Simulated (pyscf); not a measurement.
**Addition across a multiple bond or ene-type step: H₂S + H₂C=CH₂ → H₃C–CH₂–SH**

Gas phase, singlet surface, charge 0. Bonds broken: S1–H2. Bonds formed: S1–C4, H2–C5. Optimised with ωB97X-D3(BJ)/def2-SVP in PySCF. MP2 and CC: frozen core, UHF for open shells. ΔMP2 is the change of the MP2 total energy from the triple- to the quadruple-zeta basis.

Transition state (Å):

```xyz
9

S      0.2526    -1.1550     0.5189
H     -1.2037    -0.2742     0.5188
H      0.9333    -2.1338     1.1826
C     -0.4193     0.6515    -1.1239
C     -1.5693     0.6664    -0.3248
H      0.4190     1.3257    -0.9311
H     -0.3595     0.0396    -2.0274
H     -2.4860     0.2331    -0.7428
H     -1.7085     1.5178     0.3524
```

One imaginary mode, 1331i cm⁻¹; descent along it reached the two sides named, in the forms told below.

```csv
bond,change,reactant side (Å),saddle,product side
S1–H2,breaks,1.344,1.702,2.6
S1–C4,forms,3.3,2.533,1.824
H2–C5,forms,3.3,1.315,1.101
```

Electronic energies relative to the separated reactants (kcal/mol):

```tsv
level	barrier	reaction energy	reverse barrier
ωB97X-D3(BJ)/def2-TZVP	51.0	-27.2	78.2
PBE/def2-TZVP	38.2	-24.4	62.6
r²SCAN/def2-TZVP	41.4	-25.5	66.8
B3LYP-D3(BJ)/def2-TZVP	45.0	-22.7	67.7
PBE0-D3(BJ)/def2-TZVP	43.1	-28.1	71.2
M06-2X/def2-TZVP	50.1	-25.1	75.1
ωB97M-D3(BJ)/def2-TZVP	50.8	-23.9	74.7
HF/def2-TZVP	70.6	-17.9	88.5
MP2/def2-QZVPP	48.2	-25.9	74.1
CCSD/def2-TZVPP	55.3	-22.2	77.4
CCSD(T)/def2-TZVPP	50.0	-22.5	72.4
CCSD(T)/def2-TZVPP + ΔMP2(QZVPP)	49.0	-22.9	71.8
```

With CCSD(T)/def2-TZVPP + ΔMP2(QZVPP) energies and thermal terms (ideal gas, 1 atm, RRHO with modes under 100 cm⁻¹ raised to 100, one conformer, R ln 2 for chiral ones without a mode under 150 cm⁻¹), in kcal/mol:

```json
[
 {"T (K)": "298", "ΔH‡": "48.1", "ΔG‡": "58.1", "ΔH": "-18.6", "ΔG": "-9.0"},
 {"T (K)": "600", "ΔH‡": "48.4", "ΔG‡": "68.1", "ΔH": "-18.6", "ΔG": "+0.9"},
 {"T (K)": "900", "ΔH‡": "49.1", "ΔG‡": "77.8", "ΔH": "-18.0", "ΔG": "+10.5"},
 {"T (K)": "1200", "ΔH‡": "50.0", "ΔG‡": "87.3", "ΔH": "-17.1", "ΔG": "+19.8"}
]
```

On the product side the descent ends in a point that may be a rotor saddle (no frequency run), 3.6 kcal/mol over the lowest minimum found and 74.6 kcal/mol under the saddle at ωB97X-D3(BJ)/def2-TZVP. One saddle was located; it need not be the lowest between these sides. The CCSD(T) − MP2 part came from Ansatz, without density fitting, on the same reference.
